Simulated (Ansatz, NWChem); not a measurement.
**The same job for NWChem**

Ansatz 0.2.0 runs this on C2F4 (SMILES FC(F)=C(F)F):

molecule.yaml:
```yaml
crystal:
  periodic: [false, false, false]
  atoms:
    - {symbol: F, position_ang: [1.169200, -1.134500, -0.708000]}
    - {symbol: C, position_ang: [0.202500, -0.640200, 0.025700]}
    - {symbol: F, position_ang: [-0.337500, -1.520600, 0.832300]}
    - {symbol: C, position_ang: [-0.188400, 0.618800, -0.041100]}
    - {symbol: F, position_ang: [0.351500, 1.499300, -0.847600]}
    - {symbol: F, position_ang: [-1.155200, 1.113100, 0.692600]}
basis:
  gaussian:
    orbitals: 6-31G_st_-spherical.json
correlation:
  method: ccsd_t
  frozen_orbitals: {C: 1, F: 1}
accuracy: high
scf:
  omitted_lower_state_checks: [cluster_reference, increment]
```

```bash
$ ansatz run molecule.yaml --threads 1 --pin off --max-ram 3480MiB --events-out events.jsonl --progress --plain --runs-dir runs
```

(Basis files named in the input come from the Basis Set Exchange and aren't shown.)

The coordinates come from a PBE0-D4/def2-TZVP relaxation.

It gives a total energy of -474.364461 Eh.

Task: How is this level of theory, on these atoms, set up in NWChem 7.3.0 as an input file of the program's own?

Result: This input was run:

c2f4.nw:
```
start c2f4
memory 2200 mb

geometry noautosym nocenter noautoz
  F      1.169200    -1.134500    -0.708000
  C      0.202500    -0.640200     0.025700
  F     -0.337500    -1.520600     0.832300
  C     -0.188400     0.618800    -0.041100
  F      0.351500     1.499300    -0.847600
  F     -1.155200     1.113100     0.692600
end

basis spherical bse
  * library 6-31G*
end

scf
  singlet
  rhf
  thresh 1e-08
  maxiter 80
  noprint "final vectors analysis"
end

ccsd
  freeze core 6
  maxiter 60
end

task ccsd(t)
```

```bash
$ nwchem c2f4.nw > c2f4.out
```

Its energy is -474.364461 Eh, 0.000 mEh from the first.
